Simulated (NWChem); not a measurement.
## Correlation energy of Na2

```xyz
2

Na     0.0000     0.0000     1.5547
Na     0.0000     0.0000    -1.5547
```
Charge 0, spin multiplicity 1.

Everything below was run with NWChem. Structure: optimised with PBE/def2-SVP, a minimum by its harmonic frequencies.

Basis set: 3-21G. Each correlation energy counts from its own Hartree-Fock reference.

```csv
method,correlation energy (mHa),difference from CCSD(T)
CCSD+T(CCSD),-25.5,0.0
CCSD,-25.4,+0.1
CR-CCSD(T),-25.5,0.0
CR-CCSD[T],-25.5,0.0
MP2,-16.4,+9.1
SCS-MP2,-18.9,+6.6
CCSD(T),-25.5,0.0
CCSDT,-25.5,0.0
```

The values span 9.1 mHa, from CCSD+T(CCSD) (lowest) to MP2 (highest). 

The correlated methods keep 2 core orbitals frozen. The structure started from a generated list of species. No row is a measurement; the coupled-cluster row has its own basis-set and correlation limits.
